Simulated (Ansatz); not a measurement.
Two shapes of doublet BO₂.

Shape 1:

```xyz
3

O     0.0000    0.0000   -1.2650
B     0.0000    0.0000    0.0000
O     0.0000    0.0000    1.2650
```

Shape 2:

```xyz
3

O     0.0000    0.0000   -1.2018
B     0.0000    0.0000    0.0000
O     0.0000    0.0000    1.2018
```

Basis set: def2-SVP (spherical functions). Correlated methods keep 3 orbitals frozen. Correlation on ROHF uses semicanonical orbitals with singles. Charge 0, multiplicity 2.

Computed with Ansatz (development build ahead of 0.2.0); each method stands on the lowest determinant of its kind that the runs found.

(1) Which shape is lower in energy, and by how much in each method?

## Answers

(1)

```tsv
method	E(2) − E(1) (eV)
ROHF	0.182
ROHF-MP2	0.363
UHF-MP2	0.245
ROHF-CCSD(T)	0.359
UHF-CCSD(T)	0.359
```

Shape 1 is lower. Caution for ROHF, ROHF-MP2, ROHF-CCSD(T): the determinant may break the point group. Caution for ROHF-MP2: another reference gives a lower total. Caution for UHF-MP2, UHF-CCSD(T): the unrestricted determinant is spin contaminated.
